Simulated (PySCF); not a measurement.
Compound: C2H7O2P.
Geometry (PBE0-D3(BJ)/def2-SVP, Å), atoms numbered from 1 in this order:
```
atom  x, y, z in Å
C1     0.621   -0.153   -1.417
P2     0.422    0.187    0.344
C3    -1.056   -0.699    0.884
O4     1.636   -0.046    1.175
O5    -0.072    1.747    0.349
H6    -0.270    0.143   -1.987
H7     1.491    0.418   -1.774
H8     0.820   -1.225   -1.562
H9    -1.231   -0.451    1.941
H10   -1.935   -0.408    0.292
H11   -0.889   -1.782    0.800
H12    0.503    2.244    0.947
```

Computed with PySCF at CAM-B3LYP/def2-SVPD, non-relativistic, on one gas-phase PBE0-D3(BJ)/def2-SVP geometry that isn't relaxed in the solvent. The solvent is an IEF-PCM continuum (Bondi radii, 1.10 Å for H, scaled by 1.2). Specific hydrogen bonds and non-electrostatic terms are outside this model.

Gas phase at CAM-B3LYP/def2-SVPD: HOMO -9.35 eV, LUMO 0.92 eV, dipole 3.12 D.

Question: What does the continuum do to the energy, the frontier levels and the dipole at CAM-B3LYP/def2-SVPD in benzene and chloroform?

Answer: 
| solvent | ε | E(solvent) − E(gas) (kcal/mol) | polarisation term (kcal/mol) | distortion of the solute (kcal/mol) | HOMO (eV) | LUMO (eV) | dipole (D) |
| --- | --- | --- | --- | --- | --- | --- | --- |
| benzene | 2.271 | -5.35 | -5.72 | 0.37 | -9.44 | 1.07 | 3.55 |
| chloroform | 4.711 | -8.35 | -9.27 | 0.92 | -9.50 | 1.12 | 3.81 |

The polarisation term is half the interaction of the solute with the surface charges that it induces; the rest is the cost of distorting the solute's density. The sum is the electrostatic part of solvation alone. From benzene to chloroform the lowering changes by a factor 1.56, Onsager's factor (ε − 1)/(2ε + 1) by 1.55 and ε itself by 2.1.

Question: Which radius a makes the point-dipole formula ΔE = −[(ε − 1)/(2ε + 1)]·μ²/a³ give the value in chloroform, with the gas-phase dipole?

Answer: μ = 1.226 au and |ΔE| = 0.01331 Eh give a = 1.81 Å; the farthest nucleus lies 2.49 Å from the centroid of the nuclei, so such a sphere wouldn't even hold the nuclei. The formula assumes a rigid point dipole at the centre of a sphere.

Question: Give the dipole vector in the frame of the coordinates (D, pointing from negative to positive charge), gas and chloroform.

Answer: Gas (-2.55, -0.09, -1.79), solvent (-3.11, -0.12, -2.19). Its length changes by +22 % and its direction by less than 1°.

Question: How does the static polarisability (CAM-B3LYP/def2-SVPD, frozen core, with the continuum's full static response) change?

Answer: 
```csv
medium,isotropic (au),principal values (au),⟨r²⟩ of the electrons (bohr²)
gas,55.5,"52.1, 56.3, 57.9",502.3
benzene,62.4,"59.0, 63.5, 64.8",502.2
chloroform,67.2,"63.9, 68.3, 69.4",502.1
```

The isotropic value in chloroform is 1.21 times the gas-phase one; no cavity-field correction is applied. ⟨r²⟩ is taken about the centre of nuclear charge.

Time: 17 s; peak memory 0.87 GiB. Hardware: an Arm Neoverse V1 with one thread, shared host. This is the whole response run at CAM-B3LYP/def2-SVPD in chloroform, SCF included.
